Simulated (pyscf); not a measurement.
`[F][GeH]([F])[F]` + `[NH3]` -> `[FH]` + `[NH2][GeH]([F])[F]`, a four-centre exchange (singlet surface; F–Ge, H–N broken, F–H, Ge–N formed). Single points on ωB97X-D3(BJ)/def2-SVP structures (PySCF, gas phase). Energies in eV from the separated reactants.

AM1 to PM7: differences of heats of formation from MOPAC, which are fitted to 298 K values and so differ in kind from electronic energies by zero-point and thermal terms. 

Task: Quick PM6 single points give ΔE‡ = 0.98 eV and ΔE = +0.27 eV. What does ωB97M-D3(BJ)/def2-TZVP give, and how far is the quick result from it?

Result: ωB97M-D3(BJ)/def2-TZVP gives ΔE‡ = 0.49 eV and ΔE = +0.49 eV. PM6 lies 0.49 eV over it in the barrier and 0.22 eV under it in the reaction energy, so on this step it does not hold to within 0.13 eV. ωB97M-D3(BJ)/def2-TZVP has limits of its own. On the reactant side the descent ends in an adduct with a Ge–N contact, 0.54 eV under the separated species and 0.98 eV under the saddle at ωB97X-D3(BJ)/def2-TZVP. On the product side the descent ends in a bound adduct, 0.38 eV under the separated species and 0.37 eV under the saddle at ωB97X-D3(BJ)/def2-TZVP. What is counted as formed (Ge–N) is already present as a longer contact in the reactant adduct; forming that adduct is a step of its own. One saddle was located; it need not be the lowest between these sides. In the def2 sets elements up to Kr have no core potential.
